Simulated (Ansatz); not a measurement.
# The chlorine atom (doublet): from Hartree-Fock to the top rungs, def2-TZVP

How much of the correlation energy of the chlorine atom (doublet) does each wave-function method recover here?

Method: def2-TZVP, core rule «outside noble gas», up to 5 orbitals frozen; program: Ansatz 0.2.0, Gaussian basis.

The runs, in order: UHF; CCSD(T) on ROHF; CCSD(T) on UHF; BCCD(T) on ROHF; CISD; CCSDT(Q) on ROHF; CCSDT(Q) on UHF; CISDTQ; CASSCF and MRCISD+Q, 7 electrons in 4 orbitals; CASSCF and MRCISD+Q(relaxed), 7 electrons in 4 orbitals; CASSCF and NEVPT4(SD), 7 electrons in 4 orbitals; CASSCF and NEVPT2, 7 electrons in 4 orbitals.

## (1) The atom

A free atom, in its lowest state of this spin that the program finds.

1 atom, charge 0, spin multiplicity 2.

## (2) UHF

in.yaml

```yaml
crystal:
  periodic: [false, false, false]
  atoms:
    - {symbol: Cl, position_ang: [0.000000, 0.000000, 0.000000]}
basis:
  gaussian: {orbitals: def2-TZVP}
magnetization: {spin_polarized: true, initial_magnetization: 1}
hamiltonian: {xc: hf}
output: {orbitals: {seedname: orbitals}}
```

The run is started by

```sh
$ ansatz run in.yaml --threads 1 --pin off --events-out ev --progress --plain --max-ram 2393MiB
```

Further steps of the session: CCSD(T) on ROHF; CCSD(T) on UHF; BCCD(T) on ROHF; CISD; CCSDT(Q) on ROHF; CCSDT(Q) on UHF; CISDTQ; CASSCF and MRCISD+Q, 7 electrons in 4 orbitals; CASSCF and MRCISD+Q(relaxed), 7 electrons in 4 orbitals; CASSCF and NEVPT4(SD), 7 electrons in 4 orbitals; CASSCF and NEVPT2, 7 electrons in 4 orbitals.

Before running them: what should the planned runs give, taken together? Wanted: UCCSDT(Q) below the RHF energy; RMP2 from UCCSDT(Q); UMP2 from UCCSDT(Q); RCCSD from UCCSDT(Q); RCCSD(T) from UCCSDT(Q); UCCSD(T) from UCCSDT(Q); RCCSDT(Q) from UCCSDT(Q); NEVPT2 valence from UCCSDT(Q); NEVPT4(SD) valence from UCCSDT(Q).

The runs gave:

```
                         quantity                                                           value
   UCCSDT(Q) below the RHF energy                                                      -5.2172 eV
              RMP2 from UCCSDT(Q)                                                    +78.1 kJ/mol
              UMP2 from UCCSDT(Q)                                                    +80.7 kJ/mol
             RCCSD from UCCSDT(Q)                                                    +17.7 kJ/mol
          RCCSD(T) from UCCSDT(Q)                                                     +2.4 kJ/mol
          UCCSD(T) from UCCSDT(Q)                                                     +2.2 kJ/mol
         RCCSDT(Q) from UCCSDT(Q)                                                     +0.2 kJ/mol
    NEVPT2 valence from UCCSDT(Q)                                                   +129.7 kJ/mol
NEVPT4(SD) valence from UCCSDT(Q)                                                    +16.2 kJ/mol
  MRCISD+Q valence from UCCSDT(Q)                                                     +4.4 kJ/mol
levels within 1 kcal/mol (43 meV)  RCCSD(T), UCCSD(T), BCCD(T), RCCSDT, UCCSDT, CISDTQ, RCCSDT(Q)
                    T1 diagnostic                                                           0.014
   effectively unpaired electrons                                                            1.00
```

RCCSD(T) misses by +2.4 kJ/mol, 0.5 % of the correlation energy. One determinant dominates. Of the multireference levels listed MRCISD+Q valence comes nearest in total energy (+4.4 kJ/mol), which doesn't show that its space is the better one. These misses are within one basis, not against nature; the frozen cores of restricted and unrestricted runs differ, which can shift their rows.
